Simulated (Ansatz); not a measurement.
Geometry optimisation, RKS PBE/def2-TZVP (Ansatz 0.2.0).

The input (input.yaml):

```yaml
crystal:
  periodic: [false, false, false]
  atoms:
    - { symbol: H, position_ang: [1.0061, -0.2636, -1.2706] }
    - { symbol: O, position_ang: [0.1891, -0.9399, -0.5625] }
    - { symbol: C, position_ang: [-0.0105, 0.1634, 0.0697] }
    - { symbol: O, position_ang: [-0.8394, 0.2517, 1.0734] }
    - { symbol: S, position_ang: [0.9227, 1.3888, -0.5705] }
    - { symbol: H, position_ang: [-1.268, -0.6004, 1.2604] }
basis:
  gaussian: { orbitals: def2-TZVP }
hamiltonian:
  xc: pbe
relax:
  f_tol: 0.15
  max_steps: 25
  restrain:
    - { distance: [4, 0], at: 2.66, k: 30.0 }
    - { distance: [1, 0], at: 0.97, k: 30.0 }
```

Run as:

```bash
$ ansatz run input.yaml --threads 4 --pin off --max-ram 5120MiB --backend cpu --events-out ev --progress --plain --runs-dir out
```

Q: Where does it end, and by what steps?

A: It converged. The restraints hold the end off the free minimum; the threshold counts their pulls, which the force column leaves out. Restrained pairs: H1–S5 (1.80 → 2.66 Å), H1–O2 (1.28 → 0.98 Å). After 6 steps the energy has fallen by 0.946 eV (the restraints' own energy left out); H1 moved furthest, 0.54 Å.

```
step  energy less start (eV)  largest force component (eV/Å)  accepted
   0                  0.0000                           1.227       yes
   1                 -0.3169                           2.525       yes
   2                 -0.6863                           2.708       yes
   3                 -0.7982                           1.057       yes
   4                 -0.8566                           0.858       yes
   5                 -0.9383                           0.507       yes
   6                 -0.9459                           0.163       yes
```

```xyz
6
Properties=species:S:1:pos:R:3
H 0.849 -0.776 -1.277
O 0.193 -0.867 -0.562
C 0.065 0.338 0.049
O -0.820 0.256 1.049
S 0.851 1.716 -0.358
H -1.138 -0.668 1.098
```

Time of the run: 13 s on 4 threads of Arm Neoverse N1 (shared host), peak memory 0.23 GiB.
